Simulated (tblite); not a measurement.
Compound: C2H8NP2 (charge -1).
Z-matrix (Å and degrees, GFN2-xTB geometry), rows numbered from 1:
```
C 
N   1  1.4413
C   2  1.4406  1  111.25
P   2  1.7652  1  115.48  3  -133.77
P   4  2.1139  2   96.67  1  -110.27
H   1  1.0989  2  109.26  3   -62.33
H   1  1.1039  2  113.33  3    58.04
H   1  1.0884  2  108.67  3   178.79
H   3  1.1043  2  113.27  1   -58.33
H   3  1.0991  2  109.23  1    61.97
H   3  1.0886  2  108.77  1  -179.00
H   5  1.3991  4  100.52  2  -135.99
H   5  1.4004  4  100.83  2   133.09
```

Structure optimised with GFN2-xTB, isolated species.

Masses are those of the commonest isotopes; rigid-rotor values at the optimised geometry. The values belong to one conformer with, in the numbering `[CH3:1][N:2]([CH3:3])[P-:4][PH2:5]`, C1–N2–P4–P5 -110°, N2–P4–P5–H -136° and 133°.

Give the principal moments of inertia and the rotational constants in MHz.

Ia = 90.27, Ib = 288.88, Ic = 300.62 u·Å²; 505379 MHz·u·Å²/I gives A = 5598, B = 1749, C = 1681 MHz.

Classify the top.

A near-prolate asymmetric top: κ = (2 × 1749 − 5598 − 1681)/(5598 − 1681) = -0.97.

What does the inertial defect say?

Not planar: Δ = Ic − Ia − Ib = -78.53 u·Å². For a rigid frame Δ = −2 Σ m c², so Σ m c² = 39.27 u·Å² lies off the ab plane: 4.18 from hydrogen and 35.08 from heavier atoms. The atom farthest from that plane is 1.41 Å away.

List the rotational levels J(Ka,Kc) to J = 2 (cm⁻¹).

Above 0(0,0):
J = 1: 1(0,1) 0.1144, 1(1,1) 0.2428, 1(1,0) 0.2451
J = 2: 2(0,2) 0.3433, 2(1,2) 0.4694, 2(1,1) 0.4762, 2(2,1) 0.8614, 2(2,0) 0.8614
Those of J = 1 are B + C, A + C and A + B.

Its GFN2-xTB frequencies are all real (lowest 22 cm⁻¹). These are rigid-rotor constants of the computed structure; measured ground-state constants (B0) also hold zero-point vibration.

On an Arm Neoverse V2 with one thread, shared host with 192 logical CPUs at a one-minute load of 98, this took 0.48 s of wall time. This is the geometry optimisation.
